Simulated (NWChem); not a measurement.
# ethylene (C2H4); SMILES C=C

Program: NWChem. Pople sets run with spherical d functions. Each level has its own optimisation. Entropies are gas-phase, rigid-rotor, harmonic values for NWChem's default masses at 298.15 K and 1 bar, so the errors hold that model's part too (torsions, anharmonicity).

Measured entropy at 1 bar: 52.4 cal/(mol K) (CRC Handbook, as tabulated in the package chemicals).

```json
[
 {"level": "Hartree-Fock/STO-3G", "entropy at 1 bar (cal/(mol K))": "52.0", "computed − measured": "-0.4"},
 {"level": "Hartree-Fock/3-21G", "entropy at 1 bar (cal/(mol K))": "52.0", "computed − measured": "-0.4"},
 {"level": "Hartree-Fock/6-31G*", "entropy at 1 bar (cal/(mol K))": "52.1", "computed − measured": "-0.3"},
 {"level": "B3LYP/6-31G*", "entropy at 1 bar (cal/(mol K))": "52.3", "computed − measured": "-0.1"},
 {"level": "LDA (Slater exchange, VWN5)/def2-SVP", "entropy at 1 bar (cal/(mol K))": "52.5", "computed − measured": "+0.1"},
 {"level": "PBE/def2-SVP", "entropy at 1 bar (cal/(mol K))": "52.5", "computed − measured": "+0.1"},
 {"level": "BLYP/def2-SVP", "entropy at 1 bar (cal/(mol K))": "52.5", "computed − measured": "+0.1"},
 {"level": "PBE0/def2-SVP", "entropy at 1 bar (cal/(mol K))": "52.4", "computed − measured": "0.0"}
]
```
